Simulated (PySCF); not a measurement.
Species: C4H9Cl.
Atom-mapped SMILES: `[CH3:1][C:2]([CH3:3])([CH3:4])[Cl:5]` (hydrogens: H6, H7, H8 on C1; H9, H10, H11 on C3; H12, H13, H14 on C4)

Cartesian coordinates in Å at the PBE0-D3(BJ)/def2-TZVP level; atoms count from 1:
```
atom  x, y, z in Å
C1    -0.8755   -1.0390    0.3322
C2     0.2031   -0.0442    0.7127
C3    -0.1441    1.3561    0.2473
C4     1.5639   -0.4783    0.2064
Cl5    0.2884   -0.0061    2.5316
H6    -0.9714   -1.0709   -0.7573
H7    -1.8386   -0.7495    0.7547
H8    -0.6278   -2.0396    0.6871
H9    -1.1051    1.6750    0.6529
H10   -0.2069    1.3701   -0.8446
H11    0.6185    2.0709    0.5594
H12    1.5495   -0.5156   -0.8871
H13    1.8215   -1.4691    0.5820
H14    2.3392    0.2228    0.5174
```

Level: wB97X-D/pcSseg-2 in PySCF, non-relativistic, on one gas-phase PBE0-D3(BJ)/def2-TZVP geometry that isn't relaxed in the solvent. The solvent is an IEF-PCM continuum (van der Waals radii × 1.2). Specific hydrogen bonds and non-electrostatic terms are outside this model.

Gas phase at wB97X-D/pcSseg-2: HOMO -10.15 eV, LUMO 2.15 eV, dipole 2.32 D.

What does the continuum do to the energy, the frontier levels and the dipole at wB97X-D/pcSseg-2 in chloroform?

| solvent | ε | E(solvent) − E(gas) (kcal/mol) | polarisation term (kcal/mol) | distortion of the solute (kcal/mol) | HOMO (eV) | LUMO (eV) | dipole (D) |
| --- | --- | --- | --- | --- | --- | --- | --- |
| chloroform | 4.711 | -2.23 | -2.54 | 0.31 | -10.27 | 2.36 | 2.93 |

The first energy column is the sum of the next two and covers electrostatics alone.

Which radius a makes the point-dipole formula ΔE = −[(ε − 1)/(2ε + 1)]·μ²/a³ give the value in chloroform, with the gas-phase dipole?

μ = 0.912 au and |ΔE| = 0.00355 Eh give a = 2.31 Å; the farthest nucleus lies 2.18 Å from the centroid of the nuclei. The formula assumes a rigid point dipole at the centre of a sphere.

Give the dipole vector in the frame of the coordinates (D, pointing from negative to positive charge), gas and chloroform.

Gas (-0.11, -0.05, -2.31), solvent (-0.14, -0.06, -2.93). Its length changes by +27 % and its direction by less than 1°.

wB97X-D is run here without its empirical dispersion term; that term would change no orbital, density or response property at a fixed geometry.
